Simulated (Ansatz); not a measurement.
Born–Oppenheimer molecular dynamics of BH₅N₂ (8 atoms, charge 0, multiplicity 1). It starts from a relaxed structure.

Level of theory: RKS PBE-D4/6-31G* in Ansatz.

```
ensemble             : NVT, Nosé–Hoover chain
time step            : 0.25 fs
steps asked          : 250
set temperature      : 3000 K
thermostat           : time constant 20 fs, chain length 5
temperature schedule : 62 steps to 3000 K, then 188 steps to 6000 K
seed                 : 966374
```

First frame:

```xyz
8
Properties=species:S:1:pos:R:3
B -0.001 -0.254 -0.153
H -0.004 -0.886 0.877
N 1.250 0.065 -0.748
H 2.129 -0.219 -0.331
H 1.364 0.594 -1.610
N -1.249 0.134 -0.713
H -2.131 -0.102 -0.270
H -1.359 0.668 -1.572
```

Q: How far do the bonds stretch over the last three quarters of this one trajectory? (Pairs bonded in most of those frames.)

A: 
```
 bond  mean (Å)  spread (Å)  shortest  longest
B1–H2     1.269       0.060      1.18     1.44
B1–N3     1.430       0.062      1.32     1.53
B1–N6     1.512       0.119      1.28     1.70
N3–H4     1.046       0.096      0.87     1.22
N3–H5     1.049       0.088      0.91     1.17
N6–H7     1.036       0.029      0.98     1.10
N6–H8     1.041       0.070      0.92     1.18
```

Mean temperature of the second half: 2970 K. The conserved energy stayed within 1.2 meV per atom of its start (net change 0.71 meV per atom), so the integration is sound. The schedule's set-point averaged 5003 K over the second half and the system 2970 K, so it lags behind the ramp. A run of 0.062 ps of so small a system gives no equilibrium averages.

Run time: 2.6 min on 1 thread of Intel(R) Xeon(R) 6975P-C (Granite Rapids) (shared host), peak memory 0.11 GiB.
